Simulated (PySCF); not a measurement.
# NH3 (ammonia): levels of theory compared

We compute a comparison of 4 runs (B3LYP/6-31G, PBE/6-31G, CCSDT/6-31G, CISD/6-31G) of NH3 (ammonia). Input form: a Python script.

The calculation is run with PySCF 2.14.0.

2 further runs of the same task are left out: 2 set aside as unsound or not needed.

### Step 1. The molecule

NH3 has 4 atoms, charge 0, and is taken as a singlet. SMILES: `N`. The N1–H2 distance was set to 1.519 Å, away from the relaxed value. At this shape a bond of the SMILES string is far longer than usual.

Bond lengths: N1–H3 1.013 Å, N1–H4 1.013 Å. Angles: H3–N1–H4 107.7°. A long bond or contact: N1–H2 1.519 Å.

### Step 2. A single-point energy at B3LYP/6-31G (run 1)

run.py reads:

```python
from pyscf import gto, dft

system = gto.Mole()
system.atom = '''
N     -0.658048     0.972260    -0.405575
H      0.929613    -0.567806     1.423682
H     -2.214804    -0.054711    -0.833428
H      0.355507     1.190373    -2.014015
'''
system.unit = 'bohr'
system.basis = '6-31g'
system.verbose = 4
system.max_memory = 1860
system.charge = 0
system.build()

mf = dft.RKS(system, xc='b3lyp')
mf.grids.level = 5
mf.conv_tol = 1e-10
mf.kernel()
if not mf.converged:
    mf = mf.newton().run(mf.mo_coeff, mf.mo_occ)

energy = mf.e_tot
print('E(%s) = %.9f' % ('B3LYP', energy))
```

Launch:

```console
$ OMP_NUM_THREADS=1 python run.py
```

The log of the run:

```text
PySCF version 2.14.0

[... 68 lines left out ...]
converged SCF energy = -56.4496989592606
E(B3LYP) = -56.449698959
```

It took 1.5 s on 1 thread of Arm Neoverse V2, shared host; peak memory 0.16 GiB.

### Step 3. The energy at PBE/6-31G (run 2)

mol.xyz reads:

```xyz
4
H3N
N     -0.348224     0.514498    -0.214621
H      0.491930    -0.300470     0.753380
H     -1.172024    -0.028952    -0.441031
H      0.188126     0.629918    -1.065771
```

job.py reads:

```python
from pyscf import gto, dft

system = gto.M(
    atom='mol.xyz',
    max_memory=1860,
    basis='6-31g',
    verbose=4,
    spin=0,
)

ks = dft.RKS(system)
ks.xc = 'pbe'
ks.conv_tol = 1e-10
ks.grids.level = 5
ks.kernel()
if not ks.converged:
    ks = ks.newton().run(ks.mo_coeff, ks.mo_occ)

etot = ks.e_tot
print(f'total energy: {etot:.8f} hartree')
```

Launch:

```console
$ OMP_NUM_THREADS=1 python job.py
```

The log of the run:

```text
PySCF version 2.14.0

[... 73 lines left out ...]
converged SCF energy = -56.3770612870704
total energy: -56.37706129 hartree
```

Run time: 1.4 s. Hardware: 1 thread of Arm Neoverse V2, shared host; peak memory 0.16 GiB.

### Step 4. A single-point energy at CCSDT/6-31G (run 3)

run.py reads:

```python
from pyscf import gto, cc

molecule = gto.M(
    atom='''
N     -0.348224     0.514498    -0.214621
H      0.491930    -0.300470     0.753380
H     -1.172024    -0.028952    -0.441031
H      0.188126     0.629918    -1.065771
''',
    max_memory=1860,
    verbose=4,
    basis='6-31g',
    spin=0,
)

mf = molecule.RHF()
mf.conv_tol = 1e-10
mf.kernel()
if not mf.converged:
    mf = mf.newton().run(mf.mo_coeff, mf.mo_occ)

mycc = cc.CCSDT(mf, frozen=1)
mycc.kernel()
e_tot = mycc.e_tot
print('E = %.10f Eh' % e_tot)
```

Launch:

```console
$ OMP_NUM_THREADS=1 python run.py
```

The log of the run:

```text
PySCF version 2.14.0

[... 58 lines left out ...]
converged SCF energy = -56.066187599523
[... 16 lines left out ...]
WARN: A large `blksize` is being used, which may cause large memory consumption
[... 3 lines left out ...]
WARN: A large `blksize_oovv` is being used, which may cause large memory consumption
[... 3 lines left out ...]
WARN: A large `blksize_oooo` is being used, which may cause large memory consumption
[... 10 lines left out ...]
Init t2, MP2 energy = -56.196803117433  E_corr(MP2) -0.130615517910
[... 14 lines left out ...]
RCCSDT converged
[... 3 lines left out ...]
E = -56.2185679488 Eh
```

It took 0.98 s on 1 thread of Arm Neoverse V2, shared host; peak memory 0.12 GiB.

### Step 5. The energy at CISD/6-31G (run 4)

input.py reads:

```python
from pyscf import gto, ci

mol = gto.Mole()
mol.atom = [
    ('N', (-0.348224, 0.514498, -0.214621)),
    ('H', (0.491930, -0.300470, 0.753380)),
    ('H', (-1.172024, -0.028952, -0.441031)),
    ('H', (0.188126, 0.629918, -1.065771)),
]
mol.verbose = 4
mol.max_memory = 1860
mol.spin = 0
mol.basis = '6-31g'
mol.build()

mf = mol.RHF()
mf.conv_tol = 1e-10
mf.kernel()
if not mf.converged:
    mf = mf.newton().run(mf.mo_coeff, mf.mo_occ)

cisd = ci.CISD(mf, frozen=1)
cisd.kernel()
etot = cisd.e_tot
print('E = %.10f Eh' % etot)
```

Launch:

```console
$ OMP_NUM_THREADS=1 python input.py
```

The log of the run:

```text
PySCF version 2.14.0

[... 58 lines left out ...]
converged SCF energy = -56.066187599523
[... 1 line left out ...]
******** <class 'pyscf.ci.cisd.RCISD'> ********
CISD nocc = 4, nmo = 14
frozen orbitals 1
max_cycle = 50
direct = 0
conv_tol = 1e-09
max_cycle = 50
max_space = 12
lindep = 0
nroots = 1
Init t2, MP2 energy = -0.130615517910459
RCISD converged
E(RCISD) = -56.20734571600929  E_corr = -0.1411581164863134
E = -56.2073457160 Eh
```

Wall time 0.68 s (1 thread of Arm Neoverse V2, shared host); peak memory 0.12 GiB.

### Step 6. The series

```tsv
run	level	integration grid	frozen core orbitals	energy (Eh)	dipole moment (D) of the reference	HOMO energy (eV)	LUMO energy (eV)	wall time
1	B3LYP/6-31G	5	–	-56.449699	2.09	-6.54	-0.83	1.5 s
2	PBE/6-31G	5	–	-56.377061	2.08	-5.07	-1.59	1.4 s
3	CCSDT/6-31G	–	1	-56.218568	2.20	-11.12	3.41	0.98 s
4	CISD/6-31G	–	1	-56.207346	2.20	-11.12	3.41	0.68 s
```

### Step 7. Outcome

| quantity | value |
| --- | --- |
| run 4: total energy | -56.20735 Eh |
| run 4: dipole moment (Hartree–Fock density) | 2.20 D |
| run 4: HOMO energy (Hartree–Fock orbitals) | -11.12 eV |
| run 4: LUMO energy (Hartree–Fock orbitals) | 3.41 eV |
| run 4: HOMO–LUMO gap (Hartree–Fock orbitals) | 14.53 eV |
| run 4: correlation energy (1 core orbital frozen) | -141.2 mEh |

Totals of different functionals can't be ranked against each other. All runs together took 4.6 s, the longest 1.5 s.
